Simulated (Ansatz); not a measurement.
# BO+ (triplet): wave-function methods side by side, cc-pVDZ

Aim: climb from Hartree-Fock through coupled cluster and multireference methods for BO+ (triplet) at one geometry and basis, and see what each rung misses.

Program: Ansatz 0.2.0, Gaussian basis. Level of theory: cc-pVDZ, core rule «outside noble gas», up to 2 orbitals frozen. These are calculated values, not measurements.

The runs, in order: UHF; CCSD(T) on ROHF; CCSD(T) on UHF; BCCD(T) on ROHF; CISD as a restricted active space (open shells left free, so some higher excitations enter); CCSDT(Q) on ROHF; CCSDT(Q) on UHF; CASSCF and MRCISD+Q, 8 electrons in 8 orbitals; CASSCF and NEVPT2, 8 electrons in 8 orbitals.

21 further runs of the same task are left out: 2 for a known fault of the program, 8 that didn't finish, 11 set aside as unsound or not needed. Runs told in other sessions of the task aren't counted.

**1. The geometry**

The geometry is a PBE0/def2-TZVP stationary point (not a proven minimum) of the parent state, kept for this charge and spin.

2 atoms, charge 1, spin multiplicity 3.

Atoms are counted from 1 here; the program's logs count them from 0.

Bond lengths: B1–O2 1.403 Å.

In the tables R marks a restricted open-shell determinant and U an unrestricted one; 'valence' is the active space of 8 electrons in 8 orbitals; energies count from the table's Hartree-Fock row.

**2. UHF**

The input, in.yaml:

```yaml
crystal:
  periodic: [false, false, false]
  atoms:
    - {symbol: B, position_ang: [0.000000, 0.000000, 0.000000]}
    - {symbol: O, position_ang: [0.000000, 0.000000, 1.403204]}
basis:
  gaussian: {orbitals: cc-pVDZ}
total_charge: 1
magnetization: {spin_polarized: true, initial_magnetization: 2}
hamiltonian: {xc: hf}
output: {orbitals: {seedname: orbitals}}
```

Command:

```sh
$ ansatz run in.yaml --threads 1 --pin off --events-out ev --progress --plain --max-ram 2393MiB
```

What it wrote:

```text
Functional definition: HF
  name "HF"
  cite "Fock, Z. Phys. 61, 126 (1930) doi:10.1007/BF01340294"
  parent pbe
  exchange = exact_x
  correlation = 0
260 factors; integrals over basis functions are off by at most 6.7e-4 eV
mean field evaluation 1: about -2691.4152 eV, gradient 3.2e1 eV
mean field evaluation 2: about -2691.4164 eV, gradient 3.2e1 eV
mean field evaluation 4: about -2696.3101 eV, gradient 2.8e0 eV
mean field evaluation 8: about -2696.4376 eV, gradient 1.9e-1 eV
mean field evaluation 16: about -2696.4133 eV, gradient 8.6e-1 eV
mean field -2696.43868549 eV, -99.0922939799 hartree, gradient 1.2e-5 eV, S^2 2.006533; 0 other end points of the search recorded, 0 dependent functions left out
reference -2696.43868549 eV, -99.0922939799 hartree; 7, 5 occupied and 21, 23 virtual orbitals, 260 factors
Total energy: -2696.43868549 eV, -99.0922939799 hartree
```

Wall time 0.12 s (1 thread of Arm Neoverse V2, shared host).

From the report: ⟨S²⟩ of the determinant 2.007 (pure triplet: 2.00).

**3. CCSD(T) on ROHF**

The input, in.yaml:

```yaml
crystal:
  periodic: [false, false, false]
  atoms:
    - {symbol: B, position_ang: [0.000000, 0.000000, 0.000000]}
    - {symbol: O, position_ang: [0.000000, 0.000000, 1.403204]}
basis:
  gaussian: {orbitals: cc-pVDZ}
total_charge: 1
magnetization: {spin_polarized: false, initial_magnetization: 2}
correlation: {method: ccsd_t, electrons: outside_noble_gas}
```

Launched as before.

What it wrote (excerpt; [...] marks lines left out):

```text
Functional definition: HF
  name "HF"
  cite "Fock, Z. Phys. 61, 126 (1930) doi:10.1007/BF01340294"
  parent pbe
[...]
260 factors; integrals over basis functions are off by at most 6.7e-4 eV
[...]
mean field -2696.32628985 eV, -99.0881635162 hartree, gradient 2.6e-6 eV, S^2 2.000000; 4 other end points of the search recorded, 0 dependent functions left out
[...]
determinant -2696.32628985 eV, -99.0881635162 hartree, with singles and doubles -2701.67654486 eV, -99.2847817614 hartree
determinant -2693.35976037 eV, -98.9791455689 hartree, with singles and doubles -2698.95561275 eV, -99.1847893507 hartree
determinant -2693.02559319 eV, -98.9668651513 hartree, with singles and doubles -2698.25172073 eV, -99.1589217960 hartree
2 core orbitals not correlated: weight in the atoms' cores, before any rotation towards them, 1.000 or more for the frozen orbitals, at most 0.000 for the correlated occupied ones
reference -2696.32628985 eV, -99.0881635162 hartree; 5, 3 occupied and 21, 23 virtual orbitals, 260 factors
second order -4.80614389 eV of doubles, -0.07391670 eV of singles
cycle   1  -5.35210071 eV  change   -1.8e-3 eV  update   1.3e-3
[...]
cycle   9  -5.35403194 eV  change    2.4e-7 eV  update   1.9e-6
perturbative correction -0.17918979 eV, -0.0065851034 hartree
Total energy: -2701.85951158 eV, -99.2915056643 hartree
```

Run time: 0.57 s. Hardware: 1 thread of Arm Neoverse V2, shared host.

From the report: correlation -5.5332 eV; T1 0.033; largest double amplitude 0.06.

**4. CCSD(T) on UHF**

in.yaml, as its differences from that of step 3:

```diff
@@ -8,3 +8,3 @@
 total_charge: 1
-magnetization: {spin_polarized: false, initial_magnetization: 2}
+magnetization: {spin_polarized: true, initial_magnetization: 2}
 correlation: {method: ccsd_t, electrons: outside_noble_gas}
```

Launched as before.

What it wrote (excerpt; [...] marks lines left out):

```text
Functional definition: HF
  name "HF"
  cite "Fock, Z. Phys. 61, 126 (1930) doi:10.1007/BF01340294"
  parent pbe
[...]
260 factors; integrals over basis functions are off by at most 6.7e-4 eV
[...]
mean field -2696.43868549 eV, -99.0922939799 hartree, gradient 3.1e-6 eV, S^2 2.006533; 3 other end points of the search recorded, 0 dependent functions left out
determinant -2696.43868549 eV, -99.0922939799 hartree, with singles and doubles -2701.68037376 eV, -99.2849224711 hartree
determinant -2693.48820046 eV, -98.9838656552 hartree, with singles and doubles -2698.95674074 eV, -99.1848308037 hartree
determinant -2693.20515380 eV, -98.9734638822 hartree, with singles and doubles -2698.25534449 eV, -99.1590549669 hartree
2 core orbitals not correlated: weight in the atoms' cores, before any rotation towards them, 1.000 or more for the frozen orbitals, at most 0.000 for the correlated occupied ones
reference -2696.43868549 eV, -99.0922939799 hartree; 5, 3 occupied and 21, 23 virtual orbitals, 260 factors
second order -4.75929440 eV of doubles, -0.00000000 eV of singles
cycle   1  -5.24329882 eV  change   -1.6e-3 eV  update   1.3e-3
[...]
cycle   9  -5.24506706 eV  change    5.6e-7 eV  update   1.9e-6
perturbative correction -0.17594927 eV, -0.0064660165 hartree
Total energy: -2701.85970182 eV, -99.2915126556 hartree
```

Run time: 0.57 s. Hardware: 1 thread of Arm Neoverse V2, shared host.

From the report: ⟨S²⟩ of the determinant 2.007 (pure triplet: 2.00); correlation -5.4210 eV; T1 0.031; largest double amplitude 0.06.

**5. BCCD(T) on ROHF**

in.yaml, as its differences from that of step 4:

```diff
@@ -8,3 +8,3 @@
 total_charge: 1
-magnetization: {spin_polarized: true, initial_magnetization: 2}
-correlation: {method: ccsd_t, electrons: outside_noble_gas}
+magnetization: {spin_polarized: false, initial_magnetization: 2}
+correlation: {method: bccd_t, electrons: outside_noble_gas}
```

The command is unchanged.

What it wrote (excerpt; [...] marks lines left out):

```text
Functional definition: HF
  name "HF"
  cite "Fock, Z. Phys. 61, 126 (1930) doi:10.1007/BF01340294"
  parent pbe
[...]
260 factors; integrals over basis functions are off by at most 6.7e-4 eV
[...]
mean field -2696.32628985 eV, -99.0881635162 hartree, gradient 2.6e-6 eV, S^2 2.000000; 4 other end points of the search recorded, 0 dependent functions left out
[...]
determinant -2696.32628985 eV, -99.0881635162 hartree, with singles and doubles -2701.67654486 eV, -99.2847817614 hartree
determinant -2693.35976037 eV, -98.9791455689 hartree, with singles and doubles -2698.95561275 eV, -99.1847893507 hartree
determinant -2693.02559319 eV, -98.9668651513 hartree, with singles and doubles -2698.25172073 eV, -99.1589217960 hartree
2 core orbitals not correlated: weight in the atoms' cores, before any rotation towards them, 1.000 or more for the frozen orbitals, at most 0.000 for the correlated occupied ones
reference -2696.32628985 eV, -99.0881635162 hartree; 5, 3 occupied and 21, 23 virtual orbitals, 260 factors
second order -4.80614389 eV of doubles, -0.07391670 eV of singles
cycle   1  -5.31531766 eV  change    3.5e-2 eV  update   2.0e-2
[...]
cycle  10  -5.31789386 eV  change    4.0e-8 eV  update   3.3e-6
perturbative correction -0.21134727 eV, -0.0077668690 hartree
Total energy: -2701.85553097 eV, -99.2913593798 hartree
```

Wall time 0.66 s (1 thread of Arm Neoverse V2, shared host).

From the report: correlation -5.5292 eV; largest double amplitude 0.06.

**6. CISD as a restricted active space (open shells left free, so some higher excitations enter)**

in.yaml, as its differences from that of step 5:

```diff
@@ -9,2 +9,2 @@
 magnetization: {spin_polarized: false, initial_magnetization: 2}
-correlation: {method: bccd_t, electrons: outside_noble_gas}
+correlation: {active_space: {ras: {orbitals: [3, 2, 21], electrons: 8, max_holes: 2, max_particles: 2}, fixed_orbitals: true}}
```

Same command.

What it wrote:

```text
Functional definition: HF
  name "HF"
  cite "Fock, Z. Phys. 61, 126 (1930) doi:10.1007/BF01340294"
  parent pbe
  exchange = exact_x
  correlation = 0
260 factors; integrals over basis functions are off by at most 6.7e-4 eV
mean field evaluation 1: about -2691.6778 eV, gradient 4.0e1 eV
mean field evaluation 2: about -2691.6788 eV, gradient 4.0e1 eV
mean field evaluation 4: about -2696.1110 eV, gradient 4.9e0 eV
mean field evaluation 8: about -2696.3251 eV, gradient 3.0e-1 eV
mean field evaluation 16: about -2696.3263 eV, gradient 2.3e-4 eV
mean field evaluation 32: about -2696.3251 eV, gradient 3.1e-1 eV
mean field -2696.32628985 eV, -99.0881635162 hartree, gradient 2.6e-6 eV, S^2 2.000000; 2 other end points of the search recorded, 0 dependent functions left out
reference -2696.32628985 eV, -99.0881635162 hartree; 7, 5 occupied and 21, 23 virtual orbitals, 260 factors
state -2701.48794408 eV, -99.2778508108 hartree
Total energy: -2701.48794408 eV, -99.2778508108 hartree
```

Run time: 0.63 s. Hardware: 1 thread of Arm Neoverse V2, shared host.

From the report: 9,568 determinants.

**7. CCSDT(Q) on ROHF**

in.yaml, as its differences from that of step 6:

```diff
@@ -9,2 +9,2 @@
 magnetization: {spin_polarized: false, initial_magnetization: 2}
-correlation: {active_space: {ras: {orbitals: [3, 2, 21], electrons: 8, max_holes: 2, max_particles: 2}, fixed_orbitals: true}}
+correlation: {method: ccsdt_q, electrons: outside_noble_gas}
```

Launched as before.

What it wrote (excerpt; [...] marks lines left out):

```text
Functional definition: HF
  name "HF"
  cite "Fock, Z. Phys. 61, 126 (1930) doi:10.1007/BF01340294"
  parent pbe
[...]
462 factors; integrals over basis functions are off by at most 1.6e-7 eV
[...]
mean field -2696.32631290 eV, -99.0881643635 hartree, gradient 2.6e-6 eV, S^2 2.000000; 4 other end points of the search recorded, 0 dependent functions left out
[...]
determinant -2696.32631290 eV, -99.0881643635 hartree, with singles and doubles -2701.67656741 eV, -99.2847825903 hartree
determinant -2693.35978975 eV, -98.9791466484 hartree, with singles and doubles -2698.95564237 eV, -99.1847904392 hartree
determinant -2693.02560084 eV, -98.9668654327 hartree, with singles and doubles -2698.25173521 eV, -99.1589223282 hartree
2 core orbitals not correlated: weight in the atoms' cores, before any rotation towards them, 1.000 or more for the frozen orbitals, at most 0.000 for the correlated occupied ones
reference -2696.32631290 eV, -99.0881643635 hartree; 5, 3 occupied and 21, 23 virtual orbitals, 462 factors
second order -4.80615553 eV of doubles, -0.07391655 eV of singles
cycle   1  -5.06793571 eV  change   -1.9e-1 eV  update   9.0e-2
[...]
cycle  23  -5.56499004 eV  change   -3.9e-7 eV  update   2.4e-7
perturbative correction -0.00992797 eV, -0.0003648463 hartree
Total energy: -2701.90123091 eV, -99.2930388216 hartree
```

It took 4.3 s on 1 thread of Arm Neoverse V2, shared host.

From the report: correlation -5.5749 eV; T1 0.034; largest double amplitude 0.07.

**8. CCSDT(Q) on UHF**

in.yaml, as its differences from that of step 7:

```diff
@@ -8,3 +8,3 @@
 total_charge: 1
-magnetization: {spin_polarized: false, initial_magnetization: 2}
+magnetization: {spin_polarized: true, initial_magnetization: 2}
 correlation: {method: ccsdt_q, electrons: outside_noble_gas}
```

Same command.

What it wrote (excerpt; [...] marks lines left out):

```text
Functional definition: HF
  name "HF"
  cite "Fock, Z. Phys. 61, 126 (1930) doi:10.1007/BF01340294"
  parent pbe
[...]
462 factors; integrals over basis functions are off by at most 1.6e-7 eV
[...]
mean field -2696.43870831 eV, -99.0922948187 hartree, gradient 3.1e-6 eV, S^2 2.006533; 3 other end points of the search recorded, 0 dependent functions left out
determinant -2696.43870831 eV, -99.0922948187 hartree, with singles and doubles -2701.68039674 eV, -99.2849233153 hartree
determinant -2693.48823058 eV, -98.9838667617 hartree, with singles and doubles -2698.95677041 eV, -99.1848318940 hartree
determinant -2693.20516105 eV, -98.9734641486 hartree, with singles and doubles -2698.25536105 eV, -99.1590555753 hartree
2 core orbitals not correlated: weight in the atoms' cores, before any rotation towards them, 1.000 or more for the frozen orbitals, at most 0.000 for the correlated occupied ones
reference -2696.43870831 eV, -99.0922948187 hartree; 5, 3 occupied and 21, 23 virtual orbitals, 462 factors
second order -4.75930624 eV of doubles, -0.00000000 eV of singles
cycle   1  -4.95679203 eV  change   -2.0e-1 eV  update   9.0e-2
[...]
cycle  23  -5.45337176 eV  change   -4.4e-7 eV  update   2.7e-7
perturbative correction -0.01636333 eV, -0.0006013412 hartree
Total energy: -2701.90844340 eV, -99.2933038757 hartree
```

It took 3.8 s on 1 thread of Arm Neoverse V2, shared host.

From the report: ⟨S²⟩ of the determinant 2.007 (pure triplet: 2.00); correlation -5.4697 eV; T1 0.031; largest double amplitude 0.07.

**9. CASSCF and MRCISD+Q, 8 electrons in 8 orbitals**

The input, in.yaml:

```yaml
crystal:
  periodic: [false, false, false]
  atoms:
    - {symbol: B, position_ang: [0.000000, 0.000000, 0.000000]}
    - {symbol: O, position_ang: [0.000000, 0.000000, 1.403204]}
basis:
  gaussian: {orbitals: cc-pVDZ}
total_charge: 1
magnetization: {spin_polarized: false, initial_magnetization: 2}
correlation: {method: fic_mrcisd_q, electrons: outside_noble_gas, active_space: {window: {electrons: 8, orbitals: 8}, shells: [{species: B, l: s, shell: 2}, {species: B, l: p, shell: 2}, {species: O, l: s, shell: 2}, {species: O, l: p, shell: 2}]}}
```

Same command.

What it wrote (excerpt; [...] marks lines left out):

```text
Functional definition: HF
  name "HF"
  cite "Fock, Z. Phys. 61, 126 (1930) doi:10.1007/BF01340294"
  parent pbe
[...]
462 factors; integrals over basis functions are off by at most 1.6e-7 eV
[...]
mean field -2696.32631290 eV, -99.0881643635 hartree, gradient 2.6e-6 eV, S^2 2.000000; 2 other end points of the search recorded, 0 dependent functions left out
reference -2696.32631290 eV, -99.0881643635 hartree; 7, 5 occupied and 21, 23 virtual orbitals, 462 factors
state -2698.81256091 eV, -99.1795322925 hartree
contracted CI cycle   1: correlation 0.00000000 eV, 0.0000000000 hartree, residual 1.90e1 eV
contracted CI cycle   2: correlation -2.87007101 eV, -0.1054731641 hartree, residual 3.17e0 eV
contracted CI cycle   3: correlation -2.96044489 eV, -0.1087943430 hartree, residual 6.87e-1 eV
contracted CI cycle   4: correlation -2.96600236 eV, -0.1089985764 hartree, residual 1.91e-1 eV
contracted CI cycle   5: correlation -2.96636565 eV, -0.1090119271 hartree, residual 4.34e-2 eV
contracted CI cycle   6: correlation -2.96638490 eV, -0.1090126342 hartree, residual 1.17e-2 eV
contracted CI cycle   7: correlation -2.96638629 eV, -0.1090126855 hartree, residual 3.07e-3 eV
contracted CI cycle   8: correlation -2.96638639 eV, -0.1090126892 hartree, residual 7.64e-4 eV
state -2698.81256091 eV, -99.1795322925 hartree; corrected -2701.86898819 eV, -99.2918539236 hartree
Total energy: -2701.86898819 eV, -99.2918539236 hartree
Checks for a lower state left out: starts, orbital_swaps
```

It took 2.5 s on 1 thread of Arm Neoverse V2, shared host.

From the report: 1,216 determinants; active occupations 1.99, 1.97, 1.96, 1.00, 0.99, 0.04, 0.03, 0.02.

**10. CASSCF and NEVPT2, 8 electrons in 8 orbitals**

The input, in.yaml:

```yaml
crystal:
  periodic: [false, false, false]
  atoms:
    - {symbol: B, position_ang: [0.000000, 0.000000, 0.000000]}
    - {symbol: O, position_ang: [0.000000, 0.000000, 1.403204]}
basis:
  gaussian: {orbitals: cc-pVDZ}
total_charge: 1
magnetization: {spin_polarized: false, initial_magnetization: 2}
correlation: {method: sc_nevpt2, electrons: outside_noble_gas, active_space: {window: {electrons: 8, orbitals: 8}, shells: [{species: B, l: s, shell: 2}, {species: B, l: p, shell: 2}, {species: O, l: s, shell: 2}, {species: O, l: p, shell: 2}]}}
```

Same command.

What it wrote:

```text
Functional definition: HF
  name "HF"
  cite "Fock, Z. Phys. 61, 126 (1930) doi:10.1007/BF01340294"
  parent pbe
  exchange = exact_x
  correlation = 0
462 factors; integrals over basis functions are off by at most 1.6e-7 eV
mean field evaluation 1: about -2691.6778 eV, gradient 4.0e1 eV
mean field evaluation 2: about -2691.6788 eV, gradient 4.0e1 eV
mean field evaluation 4: about -2696.1110 eV, gradient 4.9e0 eV
mean field evaluation 8: about -2696.3252 eV, gradient 3.0e-1 eV
mean field evaluation 16: about -2696.3263 eV, gradient 2.3e-4 eV
mean field evaluation 32: about -2696.3251 eV, gradient 3.1e-1 eV
mean field -2696.32631290 eV, -99.0881643635 hartree, gradient 2.6e-6 eV, S^2 2.000000; 2 other end points of the search recorded, 0 dependent functions left out
reference -2696.32631290 eV, -99.0881643635 hartree; 7, 5 occupied and 21, 23 virtual orbitals, 462 factors
state -2698.81256091 eV, -99.1795322925 hartree
state -2698.81256091 eV, -99.1795322925 hartree; corrected -2701.34084230 eV, -99.2724449201 hartree
Total energy: -2701.34084230 eV, -99.2724449201 hartree
Checks for a lower state left out: starts, orbital_swaps
```

Wall time 1.9 s (1 thread of Arm Neoverse V2, shared host).

From the report: 1,216 determinants; active occupations 1.99, 1.97, 1.96, 1.00, 0.99, 0.04, 0.03, 0.02.

**11. Natural occupations**

Natural occupations of the CASSCF valence state about the gap (report; correlated orbitals 1 to 8): 1.994, 1.968, 1.960, 1.002, 0.990, 0.041, 0.028, 0.018. The count of effectively unpaired electrons, Σ n²(2 − n)², is 2.02; a single determinant of this spin has 2.

**12. All levels against the top one**

The yardstick is UCCSDT(Q), where the cluster series has nearly closed. Rows without a time are mean-field rows or come out of runs for another level: lower rungs of the coupled-cluster runs, CASSCF and MRCISD of the multireference runs, or the Hartree-Fock search.

Differences are taken before rounding.

```csv
method,energy from the lowest ROHF (meV),from UCCSDT(Q) (meV),time
ROHF,0.0,+5582.2,
UHF,-112.4,+5469.8,
RMP2,-4880.1,+702.1,
UMP2,-4871.7,+710.5,
CISD,-5161.7,+420.5,0.63 s
RCCSD,-5354.0,+228.1,
UCCSD,-5357.5,+224.7,
RCCSD(T),-5533.2,+48.9,0.57 s
UCCSD(T),-5533.4,+48.7,0.57 s
BCCD(T),-5529.2,+52.9,0.66 s
RCCSDT,-5565.0,+17.1,
UCCSDT,-5565.8,+16.4,
RCCSDT(Q),-5574.9,+7.2,4.3 s
UCCSDT(Q),-5582.2,0,3.8 s
CASSCF valence,-2486.3,+3095.9,
NEVPT2 valence,-5014.6,+567.6,1.9 s
MRCISD valence,-5452.7,+129.5,
MRCISD+Q valence,-5542.7,+39.5,2.5 s
```

Among the levels timed on like hardware and quicker than the yardstick, those that no quicker one beats, quickest first: UCCSD(T) (0.57 s, +48.7 meV); MRCISD+Q valence (2.5 s, +39.5 meV). Runs this short are mostly start-up, so their order is noise.

**13. What came out**

```
                         quantity                                        value
    UCCSDT(Q) from the ROHF energy                                   -5.5822 eV
              RMP2 from UCCSDT(Q)                                   +702.1 meV
              UMP2 from UCCSDT(Q)                                   +710.5 meV
             RCCSD from UCCSDT(Q)                                   +228.1 meV
          RCCSD(T) from UCCSDT(Q)                                    +48.9 meV
          UCCSD(T) from UCCSDT(Q)                                    +48.7 meV
         RCCSDT(Q) from UCCSDT(Q)                                     +7.2 meV
    NEVPT2 valence from UCCSDT(Q)                                   +567.6 meV
  MRCISD+Q valence from UCCSDT(Q)                                    +39.5 meV
levels within 1 kcal/mol (43 meV)  RCCSDT, UCCSDT, RCCSDT(Q), MRCISD+Q valence
                    T1 diagnostic                                        0.033
   effectively unpaired electrons                                         2.02
```

What this shows: RCCSD(T) misses by +48.9 meV, 0.9 % of the correlation energy. One determinant dominates. Of the multireference levels listed MRCISD+Q valence comes nearest in total energy (+39.5 meV), which doesn't show that its space is the better one. These misses are within one basis, not against nature; the frozen cores of restricted and unrestricted runs differ, which can shift their rows.

With open shells the CI space here admits some higher excitations, so it is larger than plain CISD.
